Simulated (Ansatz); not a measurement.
**CH4AlN (SMILES [CH2]1[NH][AlH]1): functionals against CCSD(T) at one geometry**

One table from this session's results is given with a row withheld; the runs are named, their logs left out.

The runs use Ansatz 0.2.0, Gaussian basis; single points in def2-TZVPP.

Cores are frozen in the correlated methods.

## Starting geometry

7 atoms, charge 0, spin multiplicity 1.

Atoms are counted from 1 here; the program's logs count them from 0.

Bond lengths: C1–N2 1.633 Å, C1–Al3 1.966 Å, C1–H4 1.066 Å, C1–H5 1.099 Å, N2–Al3 1.787 Å, N2–H6 1.012 Å, Al3–H7 1.686 Å. Angles: N2–C1–Al3 58.7°, N2–C1–H4 113.7°, N2–C1–H5 111.7°, Al3–C1–H4 123.5°, Al3–C1–H5 119.4°, H4–C1–H5 114.8°, C1–N2–Al3 70.0°, C1–N2–H6 118.1°, Al3–N2–H6 171.7°, C1–Al3–N2 51.3°, C1–Al3–H7 158.4°, N2–Al3–H7 150.3°.

Coordinates:

```mol
CH4AlN
  3D, bonds by distance, orders not assigned

  7  7  0  0  0  0  0  0  0  0999 V2000
   -0.5320   -0.0105   -0.6640 C   0  0
   -0.1973    0.4760    0.8584 N   0  0
    1.1502   -0.5113    0.2228 Al  0  0
   -1.3763   -0.6578   -0.7320 H   0  0
   -0.5405    0.8343   -1.3673 H   0  0
   -0.8925    1.0246    1.3474 H   0  0
    2.6535   -1.2451    0.4320 H   0  0
  1  2  8  0
  1  3  8  0
  1  4  8  0
  1  5  8  0
  2  3  8  0
  2  6  8  0
  3  7  8  0
M  END
```

Set-up of the first run:

The input, run/in.yaml:

```yaml
crystal:
  periodic: [false, false, false]
  atoms:
    - {symbol: C, position_ang: [-0.532000, -0.010500, -0.664000]}
    - {symbol: N, position_ang: [-0.197300, 0.476000, 0.858400]}
    - {symbol: Al, position_ang: [1.150200, -0.511300, 0.222800]}
    - {symbol: H, position_ang: [-1.376300, -0.657800, -0.732000]}
    - {symbol: H, position_ang: [-0.540500, 0.834300, -1.367300]}
    - {symbol: H, position_ang: [-0.892500, 1.024600, 1.347400]}
    - {symbol: H, position_ang: [2.653500, -1.245100, 0.432000]}
basis:
  gaussian: {orbitals: def2-TZVPP}
correlation: {method: ccsd_t}
output: {forces: true}
```

No record of the launch command was kept for these runs.

Among the steps run: CCSD(T)/def2-TZVPP; PBE0-D4/def2-TZVPP; wB97M-V/def2-TZVPP; r2SCAN-D4/def2-TZVPP; PBE-D4/def2-TZVPP; LC-wPBE/def2-TZVPP; BHLYP-D4/def2-TZVPP.

One of the session's tables, all rows but one given; the rest of the session is left out.

| method | RMS force component (eV/Å) | angle to CCSD(T) forces (°) | dipole (D) |
| --- | --- | --- | --- |
| CCSD(T) | 0.755 | reference | 0.67 |
| PBE0-D4 | 0.900 | 8.0 | 0.72 |
| wB97M-V | 0.864 | 5.5 | 0.81 |
| r2SCAN-D4 | 0.819 | 6.2 | 0.61 |
| PBE-D4 | 0.796 | 10.3 | 0.49 |
| LC-wPBE | 1.005 | 10.7 | 0.90 |
| BHLYP-D4 | ? | ? | ? |

Q: Estimate the row for BHLYP-D4 from the others.

The run gave: RMS force component (eV/Å): 0.924; angle to CCSD(T) forces (°): 12.6; dipole (D): 0.94. In the column «RMS force component (eV/Å)» it lies between PBE0-D4 (0.900) and LC-wPBE (1.005).
